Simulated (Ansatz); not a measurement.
**AlH₂+ (triplet): the correlation ladder at scale of all distances = 1.125, aug-cc-pVTZ**

Aim: climb from Hartree-Fock through coupled cluster and multireference methods for AlH₂+ (triplet) at one geometry and basis, and see what each rung misses.

Computed with Ansatz 0.2.0, Gaussian basis. Level: aug-cc-pVTZ, core rule «outside noble gas», up to 5 orbitals frozen.

Plan: UHF; CCSD(T) on ROHF; CCSD(T) on UHF; BCCD(T) on ROHF; CCSDT(Q) on ROHF; CCSDT(Q) on UHF; CASSCF and NEVPT2, 4 electrons in 6 orbitals; Full CI.

14 further runs of the same task are left out: 1 for a known fault of the program, 12 that didn't finish, 1 set aside as unsound or not needed.

### 1 What is computed

The geometry derives from a PBE0/def2-TZVP stationary point (not a proven minimum). All distances are scaled together.

3 atoms, charge 1, spin multiplicity 3.

Atoms are counted from 1 here; the program's logs count them from 0.

Bond lengths: Al1–H2 1.937 Å, Al1–H3 1.937 Å. Angles: H2–Al1–H3 63.0°.

### 2 UHF

Input file in.yaml:

```yaml
crystal:
  periodic: [false, false, false]
  atoms:
    - {symbol: Al, position_ang: [0.000000, 0.000000, -0.114857]}
    - {symbol: H, position_ang: [0.000000, 1.012026, 1.537308]}
    - {symbol: H, position_ang: [0.000000, -1.012026, 1.537308]}
basis:
  gaussian: {orbitals: aug-cc-pVTZ}
total_charge: 1
magnetization: {spin_polarized: true, initial_magnetization: 2}
hamiltonian: {xc: hf}
output: {orbitals: {seedname: orbitals}}
```

Launch:

```console
> ansatz run in.yaml --threads 1 --pin off --events-out ev --progress --plain --max-ram 2393MiB
```

After this run come: CCSD(T) on ROHF; CCSD(T) on UHF; BCCD(T) on ROHF; CCSDT(Q) on ROHF; CCSDT(Q) on UHF; CASSCF and NEVPT2, 4 electrons in 6 orbitals; Full CI.

**Question.** What will the summary of the whole plan be? Wanted: FCI below the RHF energy; RMP2 from FCI; UMP2 from FCI; RCCSD from FCI; RCCSD(T) from FCI; UCCSD(T) from FCI; RCCSDT(Q) from FCI; UCCSDT(Q) from FCI; NEVPT2 valence from FCI.

The runs gave:

| quantity | value |
| --- | --- |
| FCI below the RHF energy | -2.0211 eV |
| RMP2 from FCI | +47.1 kJ/mol |
| UMP2 from FCI | +52.3 kJ/mol |
| RCCSD from FCI | +5.7 kJ/mol |
| RCCSD(T) from FCI | +1.4 kJ/mol |
| UCCSD(T) from FCI | +1.4 kJ/mol |
| RCCSDT(Q) from FCI | 0.0 kJ/mol |
| UCCSDT(Q) from FCI | -0.1 kJ/mol |
| NEVPT2 valence from FCI | +21.6 kJ/mol |
| levels within 1 kcal/mol (43 meV) | RCCSD(T), UCCSD(T), BCCD(T), RCCSDT, UCCSDT, RCCSDT(Q), UCCSDT(Q) |
| T1 diagnostic | 0.042 |
| effectively unpaired electrons | 2.04 |

RCCSD(T) lands +1.4 kJ/mol from the yardstick (0.7 % of the correlation energy). The occupations are near whole numbers, but T1 = 0.042 shows that the orbitals relax strongly. These misses are within one basis, not against nature; the frozen cores of restricted and unrestricted runs differ, which can shift their rows.
